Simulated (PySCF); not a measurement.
# Vibration and rotation of Na2

RHF-CCSD(T) constants of Na2, ¹Σg⁺ (singlet), closed shell (Na def2-SVPD; no relativity (PySCF 2.14); masses 22.9898 and 22.9898 u):

| Quantity | Value |
| --- | --- |
| ωe | 151.0 cm⁻¹ |
| ωexe | 0.684 cm⁻¹ |
| Be | 0.14225 cm⁻¹ |
| αe | 0.000704 cm⁻¹ |
| D (centrifugal) | 5.05e-07 cm⁻¹ |
| De to Na + Na | 0.70 eV |

**Question.** Give the vibrational terms G(v) and spacings up to v = 3.

**Answer.** G(v) = ωe(v+½) − ωexe(v+½)².

```json
{"v": "0", "G(v) (cm⁻¹)": "75", "G(v) − G(v−1)": "", "Bv (cm⁻¹)": "0.1419"}
{"v": "1", "G(v) (cm⁻¹)": "225", "G(v) − G(v−1)": "150", "Bv (cm⁻¹)": "0.1412"}
{"v": "2", "G(v) (cm⁻¹)": "373", "G(v) − G(v−1)": "148", "Bv (cm⁻¹)": "0.1405"}
{"v": "3", "G(v) (cm⁻¹)": "520", "G(v) − G(v−1)": "147", "Bv (cm⁻¹)": "0.1398"}
```

**Question.** How well does the Morse estimate ωe²/(4ωexe) reproduce De, and what is D0?

**Answer.** It gives 1.03 eV, 148 % of the computed De. D0 = De − G(0) = 0.70 − 0.01 = 0.69 eV.

Correlated steps freeze 2 core orbitals. Correlated levels converge slowly with the basis: in double zeta they bind strong bonds too weakly, by up to about 1 eV, and carry superposition errors of some tenths. Where the molecule has an RHF reference, its open-shell atoms are computed with UHF.
